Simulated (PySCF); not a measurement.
## Mayer bond orders and bond lengths

Species: C₄H₈O.
Numbering: `[CH2:1]1[CH2:2][CH2:3][O:4][CH2:5]1` (hydrogens: H6, H7 on C1; H8, H9 on C2; H10, H11 on C3; H12, H13 on C5)

Structure used (PBE0-D3(BJ)/def2-SVP), in Å, numbered top down from 1:
```
atom  x, y, z in Å
C1    -0.917    0.405   -0.378
C2     0.424    0.977    0.067
C3     1.314   -0.259   -0.001
O4     0.478   -1.364    0.277
C5    -0.878   -0.971    0.275
H6    -0.944    0.308   -1.476
H7    -1.784    1.007   -0.070
H8     0.356    1.348    1.103
H9     0.786    1.803   -0.563
H10    2.143   -0.233    0.726
H11    1.759   -0.370   -1.009
H12   -1.474   -1.726   -0.265
H13   -1.262   -0.923    1.313
```

Bond orders from the PBE0/pcSseg-1 density (PySCF). The structure is a single PBE0-D3(BJ)/def2-SVP conformer in the gas phase; no vibrational or solvent corrections.

**Question.** How far do the computed orders between heavy atoms stray from the drawn ones?

**Answer.** The largest departure is 0.079, at C3–O4 (drawn single, 0.921) and O4–C5 (drawn single, 0.922).

**Question.** Give the Mayer order of every bond, beside its length.

**Answer.** 
```
  bond  drawn as  length (Å)  Mayer order
 C1–C2    single       1.524        1.023
 C2–C3    single       1.525        1.029
 C3–O4    single       1.413        0.921
 O4–C5    single       1.412        0.922
 C5–C1    single       1.523        1.029
 C1–H6    single       1.102        0.948
 C1–H7    single       1.100        0.955
 C2–H8    single       1.102        0.949
 C2–H9    single       1.100        0.955
C3–H10    single       1.103        0.956
C3–H11    single       1.108        0.949
C5–H12    single       1.102        0.956
C5–H13    single       1.108        0.948
```

**Question.** Sum the orders of all bonds at each heavy atom with more than one neighbour and set the sums beside the valence in the SMILES.

**Answer.** C1 3.955 (drawn 4), C2 3.956 (drawn 4), C3 3.855 (drawn 4), O4 1.843 (drawn 2), C5 3.855 (drawn 4). Orders between atoms that aren't bonded are not in these sums.

For a closed shell the Mayer order of atoms A and B is Σ (PS)μν (PS)νμ over the basis functions μ on A and ν on B, with P the density and S the overlap matrix.
